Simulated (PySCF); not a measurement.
## Basis-set dependence of population analyses: `c1cn[n-]c1`

Compound: C3H3N2 (charge -1).
Bonds: C1–C2 (aromatic), C2–N3 (aromatic), N3–N4 (aromatic), N4–C5 (aromatic), C1–C5 (aromatic). Hydrogens: H6 on C1; H7 on C2; H8 on C5.

PBE0 throughout (PySCF), one geometry, spherical d and f functions. Isolated species at its PBE0-D3(BJ)/def2-SVP geometry, gas phase. The geometry's basis has no diffuse functions. Atoms taken as equivalent share a column and are averaged.

Mulliken charges (e):

| basis | functions | C1 | C2/C5 | N3/N4 | H6 | H7/H8 |
| --- | --- | --- | --- | --- | --- | --- |
| STO-3G | 28 | -0.205 | -0.113 | -0.290 | +0.005 | +0.004 |
| 6-31G | 51 | -0.268 | -0.085 | -0.385 | +0.066 | +0.071 |
| pcSseg-0 | 51 | -0.439 | -0.002 | -0.491 | +0.141 | +0.142 |
| 6-31G* | 76 | -0.299 | -0.058 | -0.373 | +0.053 | +0.054 |
| def2-SVP | 85 | -0.198 | -0.017 | -0.271 | -0.076 | -0.075 |
| cc-pVDZ | 85 | -0.218 | +0.034 | -0.283 | -0.104 | -0.089 |
| pcSseg-1 | 100 | -0.350 | +0.020 | -0.356 | +0.003 | +0.009 |
| aug-cc-pVDZ | 142 | +0.696 | +0.325 | -0.541 | -0.481 | -0.391 |
| 6-311+G(2d,p) | 153 | -0.307 | -0.111 | -0.299 | +0.038 | +0.044 |
| def2-TZVP | 173 | -0.189 | -0.201 | -0.234 | +0.027 | +0.016 |
| cc-pVTZ | 192 | -0.279 | -0.170 | -0.221 | +0.032 | +0.014 |
| IGLO-III | 205 | -0.264 | -0.081 | -0.298 | +0.010 | +0.006 |

IAO charges (e):

| basis | functions | C1 | C2/C5 | N3/N4 | H6 | H7/H8 |
| --- | --- | --- | --- | --- | --- | --- |
| STO-3G | 28 | -0.298 | -0.201 | -0.266 | +0.080 | +0.075 |
| 6-31G | 51 | -0.331 | -0.175 | -0.314 | +0.105 | +0.102 |
| pcSseg-0 | 51 | -0.331 | -0.171 | -0.310 | +0.100 | +0.096 |
| 6-31G* | 76 | -0.331 | -0.151 | -0.319 | +0.093 | +0.088 |
| def2-SVP | 85 | -0.334 | -0.153 | -0.312 | +0.093 | +0.086 |
| cc-pVDZ | 85 | -0.338 | -0.157 | -0.311 | +0.095 | +0.089 |
| pcSseg-1 | 100 | -0.343 | -0.157 | -0.318 | +0.102 | +0.096 |
| aug-cc-pVDZ | 142 | -0.350 | -0.157 | -0.330 | +0.112 | +0.106 |
| 6-311+G(2d,p) | 153 | -0.349 | -0.156 | -0.331 | +0.111 | +0.106 |
| def2-TZVP | 173 | -0.347 | -0.156 | -0.326 | +0.107 | +0.101 |
| cc-pVTZ | 192 | -0.346 | -0.156 | -0.322 | +0.105 | +0.099 |
| IGLO-III | 205 | -0.350 | -0.157 | -0.329 | +0.111 | +0.105 |

Problem. Which scheme is steadiest as the basis changes?

Solution. Largest range over the bases for any column: IAO 0.06 e, Mulliken 1.13 e. IAO charges move least and Mulliken charges most, counted in e. Without the minimal STO-3G basis the ranges are IAO 0.02, Mulliken 1.13 e.

Problem. How much do the charges still move between the two largest bases, cc-pVTZ and IGLO-III?

Solution. At most, over all atoms: Mulliken 0.089 e, IAO 0.007 e.

Problem. What do the same runs give for the total energy and the frontier levels?

Solution. 
```csv
basis,energy (Eh),HOMO (eV),LUMO (eV)
STO-3G,-222.4158,3.23,12.22
6-31G,-225.2653,-0.36,7.85
pcSseg-0,-224.8086,-0.35,7.70
6-31G*,-225.3421,-0.37,8.00
def2-SVP,-225.1862,-0.56,7.35
cc-pVDZ,-225.3681,-0.53,7.36
pcSseg-1,-225.3314,-0.88,6.54
aug-cc-pVDZ,-225.3971,-1.18,3.13
"6-311+G(2d,p)",-225.4270,-1.16,4.01
def2-TZVP,-225.4425,-0.98,6.47
cc-pVTZ,-225.4324,-0.86,6.24
IGLO-III,-225.4484,-1.11,5.47
```

Where the HOMO energy of this anion is positive, the outermost electrons may be held by the finite basis alone.
